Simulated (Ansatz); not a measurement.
Born–Oppenheimer molecular dynamics of AlFH2N (5 atoms, charge 0, multiplicity 2). It starts from a relaxed structure.

Theory: UKS B3LYP/6-31G* in Ansatz 0.2.0.

```json
{
 "ensemble": "NVE (velocity Verlet)",
 "time step": "0.5 fs",
 "steps asked": "500",
 "starting velocities drawn for": "500 K",
 "seed": "210869"
}
```

First frame:

```xyz
5
Properties=species:S:1:pos:R:3
N -0.388 0.502 -0.274
Al 0.616 -0.299 0.962
F 1.245 -1.800 0.611
H -0.815 1.413 -0.158
H -0.607 0.110 -1.183
```

Q: What does the run give?

A: The run went to its last step.

```json
{
 "steps done": "500",
 "time covered": "250 fs",
 "mean temperature over the second half": "250 K",
 "spread of the potential energy over the second half": "7.2 meV per atom",
 "mean potential energy of the second half above the start": "19.5 meV per atom"
}
```

The conserved energy stayed within 0.37 meV per atom of its start (net change 0.21 meV per atom), so the integration is sound. The temperature averaged 0.50 of the 500 K drawn at the start: a run that starts near a minimum puts about half its kinetic energy into the potential. A run of 0.25 ps of so small a system gives no equilibrium averages.

Q: What happens to the structure?

A: The same pairs are bonded in the first frame and the last. Pairs count as bonded within 1.25 times the sum of covalent radii (0.12 Å more for H–H). The details hang on the random start.

Q: How do temperature and energy run in time?

A: 
```json
{"time (fs)": "0.0", "T (K)": "500", "potential energy less start (eV)": "0.000", "conserved less start (meV/atom)": "0.00"}
{"time (fs)": "12.5", "T (K)": "162", "potential energy less start (eV)": "0.132", "conserved less start (meV/atom)": "0.13"}
{"time (fs)": "25.0", "T (K)": "213", "potential energy less start (eV)": "0.113", "conserved less start (meV/atom)": "0.32"}
{"time (fs)": "37.5", "T (K)": "185", "potential energy less start (eV)": "0.123", "conserved less start (meV/atom)": "0.10"}
{"time (fs)": "50.0", "T (K)": "430", "potential energy less start (eV)": "0.027", "conserved less start (meV/atom)": "0.01"}
{"time (fs)": "62.5", "T (K)": "175", "potential energy less start (eV)": "0.127", "conserved less start (meV/atom)": "0.24"}
{"time (fs)": "75.0", "T (K)": "251", "potential energy less start (eV)": "0.098", "conserved less start (meV/atom)": "0.23"}
{"time (fs)": "87.5", "T (K)": "230", "potential energy less start (eV)": "0.105", "conserved less start (meV/atom)": "0.10"}
{"time (fs)": "100.0", "T (K)": "320", "potential energy less start (eV)": "0.070", "conserved less start (meV/atom)": "0.11"}
{"time (fs)": "112.5", "T (K)": "185", "potential energy less start (eV)": "0.123", "conserved less start (meV/atom)": "0.29"}
{"time (fs)": "125.0", "T (K)": "298", "potential energy less start (eV)": "0.080", "conserved less start (meV/atom)": "0.24"}
{"time (fs)": "137.5", "T (K)": "256", "potential energy less start (eV)": "0.095", "conserved less start (meV/atom)": "0.07"}
{"time (fs)": "150.0", "T (K)": "286", "potential energy less start (eV)": "0.084", "conserved less start (meV/atom)": "0.18"}
{"time (fs)": "162.5", "T (K)": "95", "potential energy less start (eV)": "0.159", "conserved less start (meV/atom)": "0.37"}
{"time (fs)": "175.0", "T (K)": "356", "potential energy less start (eV)": "0.057", "conserved less start (meV/atom)": "0.18"}
{"time (fs)": "187.5", "T (K)": "209", "potential energy less start (eV)": "0.113", "conserved less start (meV/atom)": "0.07"}
{"time (fs)": "200.0", "T (K)": "315", "potential energy less start (eV)": "0.073", "conserved less start (meV/atom)": "0.24"}
{"time (fs)": "212.5", "T (K)": "108", "potential energy less start (eV)": "0.153", "conserved less start (meV/atom)": "0.31"}
{"time (fs)": "225.0", "T (K)": "376", "potential energy less start (eV)": "0.049", "conserved less start (meV/atom)": "0.12"}
{"time (fs)": "237.5", "T (K)": "257", "potential energy less start (eV)": "0.095", "conserved less start (meV/atom)": "0.07"}
{"time (fs)": "250.0", "T (K)": "248", "potential energy less start (eV)": "0.099", "conserved less start (meV/atom)": "0.21"}
```

The run took 27 min on 1 thread of Arm Neoverse N1, on a shared host, peak memory 0.12 GiB.
